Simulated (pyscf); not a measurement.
H₃C–SnH₃ (SMILES [CH3][SnH3]) → CH₄ (SMILES C) + SnH₂ (SMILES [SnH2]) [singlet] (1,1-elimination; singlet surface; C–Sn, H–Sn broken, C–H formed). Single points on ωB97X-D3(BJ)/def2-SVP structures (PySCF, gas phase). Correlated levels are frozen-core, on RHF or UHF. ΔMP2 is the change of the MP2 total energy from the triple- to the quadruple-zeta basis. Energies in kcal/mol from the reactant's lowest minimum found.

| level | barrier | reaction energy |
|---|---|---|
| B3LYP-D3(BJ)/def2-TZVP | 53.2 | +8.2 |
| PBE0-D3(BJ)/def2-TZVP | 54.6 | +13.4 |
| M06-2X/def2-TZVP | [?] | +11.9 |
| MP2/def2-QZVPP | 54.4 | +15.0 |
| CCSD/def2-TZVPP | 60.0 | +12.6 |
| CCSD(T)/def2-TZVPP | 56.7 | +13.9 |
| CCSD(T)/def2-TZVPP + ΔMP2(QZVPP) | [?] | [?] |

Task: Fill in the missing entries.

Result: 
- M06-2X/def2-TZVP, barrier: 59.4
- CCSD(T)/def2-TZVPP + ΔMP2(QZVPP), barrier: 55.7
- CCSD(T)/def2-TZVPP + ΔMP2(QZVPP), reaction energy: +14.0

On the product side the descent ends in a complex, 4.3 kcal/mol under the separated species and 50.1 kcal/mol under the saddle at ωB97X-D3(BJ)/def2-TZVP. At ωB97X-D3(BJ) the barrier from the zero used here is 62.3 kcal/mol. One saddle was located; it need not be the lowest between these sides. The CCSD(T) − MP2 part came from Ansatz, without density fitting, on the same reference. The frozen core leaves the outer d or s,p core shells of the metals and heavy elements correlated in the MP2 and CC values, and def2-TZVPP describes them poorly, which can shift differences by a few kcal/mol. Elements past Kr carry the def2 core potentials, without spin-orbit coupling.
